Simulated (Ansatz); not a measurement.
mu-NH2-B2H5 (B2NH7). Charge 0, multiplicity 1. Geometry PBE-D4/def2-TZVP, basis def2-TZVP, Ansatz.

```
run  HOMO (eV)  LUMO (eV)
  A      -8.27       0.54
  B      -7.82      -0.28
  C      -8.83       0.40
  D     -12.41       2.96
  E     -11.37       2.28
  F      -8.67       0.05
```

B3LYP takes the VWN-RPA correlation.

Problem. The runs used B3LYP, B97M-V, HF, PBE0, r2SCANh, ωB97X-V. Estimate which is which.

Solution. A r2SCANh (10 % exact exchange); B B97M-V (0 % exact exchange); C PBE0 (25 % exact exchange); D HF (100 % exact exchange); E ωB97X-V (range-separated); F B3LYP (20 % exact exchange). Exact exchange lowers occupied and raises empty levels; among semilocal functionals meta-GGAs tend to open the gap a little, and such runs are hard to tell apart. The gap grows from 7.54 eV (B97M-V) to 15.37 eV (HF).
